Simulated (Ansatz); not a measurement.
# C3H3F3: small, medium and large basis sets

Aim: see how fast density functionals converge with the basis set for C3H3F3.

Computed with Ansatz 0.2.0, Gaussian basis. Level: one geometry, several basis sets.

The runs, in order: PBE0-D4/def2-SVP; ωB97M-V/def2-SVP; PBE0-D4/def2-QZVPP; ωB97M-V/def2-QZVPP; the functionals' def2-TZVPP values are taken from earlier runs.

## Step 1: Structure used throughout

An earlier PBE0-D4 in a triple-zeta def2 set relaxation fixed the geometry.

SMILES `C=CC(F)(F)F`, 9 atoms, charge 0, spin multiplicity 1.

Atoms are counted from 1 here; the program's logs count them from 0.

Bond lengths: C1–C2 1.320 Å, C1–H7 1.083 Å, C1–H8 1.083 Å, C2–C3 1.492 Å, C2–H9 1.084 Å, C3–F4 1.342 Å, C3–F5 1.342 Å, C3–F6 1.335 Å. Angles: C2–C1–H7 121.5°, C2–C1–H8 120.9°, H7–C1–H8 117.7°, C1–C2–C3 123.3°, C1–C2–H9 122.6°, C3–C2–H9 114.1°, C2–C3–F4 111.0°, C2–C3–F5 111.0°, C2–C3–F6 113.1°, F4–C3–F5 106.7°, F4–C3–F6 107.4°, F5–C3–F6 107.4°.

## Step 2: PBE0-D4 in def2-SVP

Contents of in.yaml:

```yaml
crystal:
  periodic: [false, false, false]
  atoms:
    - {symbol: C, position_ang: [0.184916, -1.279462, 0.558044]}
    - {symbol: C, position_ang: [-0.498859, -0.194320, 0.244253]}
    - {symbol: C, position_ang: [0.092575, 0.961682, -0.490195]}
    - {symbol: F, position_ang: [-0.564192, 1.188525, -1.638611]}
    - {symbol: F, position_ang: [0.003264, 2.088009, 0.234548]}
    - {symbol: F, position_ang: [1.380536, 0.784578, -0.795397]}
    - {symbol: H, position_ang: [1.230018, -1.385433, 0.293460]}
    - {symbol: H, position_ang: [-0.283523, -2.096354, 1.092732]}
    - {symbol: H, position_ang: [-1.544726, -0.067225, 0.501155]}
basis:
  gaussian: {orbitals: def2-SVP}
hamiltonian: {xc: pbe0, dispersion: d4}
output: {orbitals: {seedname: orbitals}}
```

Run with:

```bash
$ ansatz run in.yaml --threads 4 --pin off --events-out ev --progress --plain --max-ram 10444MiB
```

The runs that follow: ωB97M-V in def2-SVP; PBE0-D4 in def2-QZVPP; ωB97M-V in def2-QZVPP.

Q: Predict the results of all the runs planned. Wanted: PBE0-D4: double and triple zeta above quadruple; ωB97M-V: double and triple zeta above quadruple.

The runs gave:

| quantity | value |
| --- | --- |
| PBE0-D4: double and triple zeta above quadruple | 13.97, 0.57 eV |
| ωB97M-V: double and triple zeta above quadruple | 14.28, 0.54 eV |

PBE0-D4 gains 13.39 eV from double to triple zeta, then 0.57 eV more. Total energies overstate the basis error of differences, where much of it tends to cancel.
